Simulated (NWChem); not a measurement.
# chloromethane (CH₃Cl); SMILES CCl

```xyz
5

C      0.0000     0.0000    -1.1109
Cl     0.0000     0.0000     0.6644
H      0.7330     0.7330    -1.4701
H      0.2683    -1.0013    -1.4701
H     -1.0013     0.2683    -1.4701
```
Atoms are numbered in this order, from 1.

Computed with NWChem. Pople sets run with spherical d functions. Geometry: optimised at PBE0/def2-SVP. Level: PBE0/6-31G* with COSMO at NWChem's default radii, gas-phase geometry; the question gives the dielectric constant.

What does the run give for dielectric constant 2.4? Quantities: electrostatic solvation energy (kcal/mol); dipole in solution (D).


```yaml
electrostatic solvation energy (kcal/mol): -1.6
dipole in solution (D): 2.31
```
